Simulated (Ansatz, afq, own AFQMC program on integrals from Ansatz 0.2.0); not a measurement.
**Atomization energy of Al₂H, doublet**

| atom | x (Å) | y (Å) | z (Å) |
| --- | --- | --- | --- |
| Al | 0.0000 | 0.0000 | 0.3526 |
| Al | 0.0000 | 0.0000 | -2.3244 |
| H | 0.0000 | 0.0000 | 1.9718 |

Connectivity, by distances: AlH–Al.

Atoms in their ground-state spins without spin–orbit coupling (mostly on UHF) minus the molecule (UHF), without zero-point energy. The geometry is a stationary point, not shown to be a minimum.

Basis cc-pVTZ. Noble-gas cores (and the filled d shells of Ga–Kr and In–Xe) are frozen. Ansatz 0.2.0 and our own AFQMC program on the same integrals; the CISD trial comes from CCSD amplitudes, and released means the phaseless constraint is let go. Free projection: walkers drawn from exp(T), propagated without any constraint. Its projection time is finite, and what remains of the start isn't in its error. ± is one standard error of the sampling. The errors of all members are added in quadrature.

No full CI on the walks' own integrals is used here; CCSDT(Q) serves as the reference and is uncertain by about the last step of the cluster series. Each member takes its own surest rung, up to full CI.

Errors are counted within cc-pVTZ, not against nature.

Cautions: Al₂H (doublet): an unrestricted solution with more broken spin lies lower, the released energies are still falling, so no released level is given (meV from the phaseless value at times in 1/Eh: -5 ± 4 at 0.24, -11 ± 4 at 0.50, -17 ± 3 at 1.00, -19 ± 3 at 1.50), its ph-AFQMC/CISD value lies 34 ± 4 meV above CCSDT(Q).

```csv
level,atomization energy (kcal/mol)
MP2,89.9
CCSD,90.9
```

(1) From these cheaper values, estimate the atomization energy at the reference level in cc-pVTZ.

(1) 94.1 kcal/mol (CCSDT(Q) in cc-pVTZ).

```json
{"level": "HF", "atomization energy (kcal/mol)": "64.2", "error against CCSDT(Q) (kcal/mol)": "-29.9"}
{"level": "CCSD(T)", "atomization energy (kcal/mol)": "93.4", "error against CCSDT(Q) (kcal/mol)": "-0.7"}
{"level": "ph-AFQMC/HF", "atomization energy (kcal/mol)": "94.8 ± 0.6", "error against CCSDT(Q) (kcal/mol)": "0.7 ± 0.6"}
{"level": "ph-AFQMC/CISD", "atomization energy (kcal/mol)": "93.6 ± 0.1", "error against CCSDT(Q) (kcal/mol)": "-0.5 ± 0.1"}
{"level": "free AFQMC", "atomization energy (kcal/mol)": "94.0 ± 0.09", "error against CCSDT(Q) (kcal/mol)": "-0.1 ± 0.09"}
```

Correlation beyond CCSD(T) adds 0.7 kcal/mol. The perturbative (T) step is worth +2.5 kcal/mol.

Free projections are given only where their last times agree within the noise and don't stop above the reference; a slow remainder of the start can still hide under it. A walk keeps the symmetry of its determinant, which the program's search chose and which needn't be the lowest solution, so a lower state of the same spin and another symmetry isn't excluded.
